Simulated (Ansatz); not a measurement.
The input, for Ansatz 0.2.0:

```yaml
crystal:
  periodic: [false, false, false]
  atoms:
    - {symbol: B, position_ang: [0.128556, -1.355620, -0.913468]}
    - {symbol: Ge, position_ang: [-0.036318, 0.065518, 0.761049]}
    - {symbol: P, position_ang: [0.040302, 0.319508, -1.465987]}
basis:
  gaussian: {orbitals: cc-pVDZ}
magnetization: {spin_polarized: false, initial_magnetization: 2}
correlation: {method: sc_nevpt2, electrons: outside_noble_gas, active_space: {window: {electrons: 2, orbitals: 8}}}
scf: {lower_state_search: full}
```

```sh
$ ansatz run in.yaml --threads 1 --pin off --events-out ev --progress --plain --max-ram 2393MiB
```

Output:

```
654 factors; integrals over basis functions are off by at most 7.9e-4 eV
mean field evaluation 1: about -66412.4522 eV, gradient 9.4e0 eV
mean field evaluation 2: about -66412.6560 eV, gradient 9.5e0 eV
mean field evaluation 4: about -66413.6505 eV, gradient 3.0e0 eV
mean field evaluation 8: about -66413.8232 eV, gradient 5.0e-1 eV
mean field evaluation 16: about -66413.8284 eV, gradient 2.9e-6 eV
mean field evaluation 32: about -66412.1603 eV, gradient 5.6e-3 eV
mean field evaluation 64: about -66410.1357 eV, gradient 1.8e1 eV
mean field evaluation 96: about -66318.0742 eV, gradient 3.0e2 eV
mean field evaluation 128: about -66411.2821 eV, gradient 4.1e0 eV
mean field evaluation 160: about -66411.8065 eV, gradient 1.7e0 eV
mean field evaluation 192: about -66412.1544 eV, gradient 6.3e-1 eV
mean field evaluation 224: about -66412.1546 eV, gradient 4.8e-1 eV
mean field evaluation 256: about -66412.1603 eV, gradient 3.8e-3 eV
mean field -66413.82838032 eV, -2440.6631760669 hartree, gradient 2.9e-6 eV, S^2 2.000000; 13 other end points of the search recorded, 0 dependent functions left out
reference -66413.82838032 eV, -2440.6631760669 hartree; 27, 25 occupied and 32, 34 virtual orbitals, 654 factors
state -66413.96370174 eV, -2440.6681490377 hartree
state -66413.96370174 eV, -2440.6681490377 hartree; corrected -66419.96283381 eV, -2440.8886130747 hartree
Total energy: -66419.96283381 eV, -2440.8886130747 hartree
```

Ran on 1 thread of Arm Neoverse V2, shared host: 13 s wall, 0.16 GiB peak host memory.
